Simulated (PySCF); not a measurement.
Compound: C₄H₆NO (doublet state).
Geometry (GFN2-xTB, Å), atoms numbered from 1 in this order:
```xyz
12
C4H6NO angstrom
C     -1.4326    0.3991    0.0130
C     -0.5839   -0.7980    0.3217
O     -0.8325   -1.6053    1.1843
C      0.7139   -0.8784   -0.4810
C      1.6418    0.1715   -0.0572
N      1.4544    1.2939    0.4175
H     -0.8573    1.2974    0.2392
H     -2.3352    0.3833    0.6169
H     -1.6938    0.4219   -1.0425
H      0.5253   -0.7347   -1.5468
H      1.1732   -1.8584   -0.3297
H      2.2279    1.9071    0.6386
```

The hyperfine couplings belong to this conformer and change with its torsions.

As a line formula: `[H]/N=[C]/CC(C)=O` [radical].

Method used: UKS B3LYP, pcH-1 on C H N O, non-relativistic, mean-field spin-orbit, GIAO in PySCF 2.14.0. The structure is a single GFN2-xTB conformer in the gas phase; no vibrational or solvent corrections. A GFN2-xTB geometry isn't a minimum of the functional, and hyperfine couplings can be far from their values at a DFT geometry. No stability test was run, so a lower SCF solution isn't excluded.

(1) What is the g tensor, term by term?

(2) What effective moment and Curie constant follow for a powder?

(3) What are the electron Larmor frequencies g μB B/h along the three axes at 1200 mT?

(4) Average each term over the three axes. Which is largest in size?

(5) In a frozen sample, at which fields do the three g values resonate at 9.5, 34, 94 and 263 GHz (hyperfine left aside), and which band first spreads them over more than twice a line width of 1.0 mT?

## Answers

(1) 
| Δg (ppm) | 1 | 2 | 3 |
| --- | --- | --- | --- |
| relativistic mass correction | -184 | -184 | -184 |
| gauge correction | 28 | 16 | -47 |
| orbital Zeeman/spin–orbit | -3179 | 220 | 1065 |
| total | -3335 | 52 | 833 |

So g = 1.99898, 2.00237, 2.00315 and g_iso = 2.00150; the tensor is rhombic: the two nearest values differ by 19 % of g3 − g1. 

(2) With the mean of g² = 4.0060 and S(S+1) = 0.75: μ_eff = √(⟨g²⟩S(S+1)) = 1.733 μB and χT = 0.12505·⟨g²⟩·S(S+1) = 0.376 cm³ K/mol (cgs; spin-Hamiltonian part alone).

(3) 33.5739, 33.6308, 33.6439 GHz for g1, g2 and g3, a range of 70.0 MHz.

(4) The orbital-Zeeman/spin–orbit term -631, the mass correction -184 and the gauge correction -1 ppm, for a total of -817 ppm. The orbital-Zeeman/spin–orbit term is the largest in size. The mass correction is the same along every axis, so the anisotropy comes from the other two: their spans along these axes are 75 (gauge) and 4244 ppm (orbital Zeeman/spin–orbit).

(5) 
```json
{"band": "X", "GHz": "9.5", "B(g3) mT": "338.84", "B(g2) mT": "338.97", "B(g1) mT": "339.55", "spread mT": "0.71"}
{"band": "Q", "GHz": "34.0", "B(g3) mT": "1212.70", "B(g2) mT": "1213.17", "B(g1) mT": "1215.23", "spread mT": "2.53"}
{"band": "W", "GHz": "94.0", "B(g3) mT": "3352.76", "B(g2) mT": "3354.07", "B(g1) mT": "3359.75", "spread mT": "6.99"}
{"band": "J", "GHz": "263.0", "B(g3) mT": "9380.59", "B(g2) mT": "9384.25", "B(g1) mT": "9400.15", "spread mT": "19.56"}
```

The spread grows in proportion to the frequency. Q band is the first where it exceeds 2.0 mT.

The largest Mulliken spin populations are on C5 (+0.72) and N6 (+0.15).

The HOMO–LUMO gaps are 4.68 eV among the α and 5.00 eV among the β orbitals.
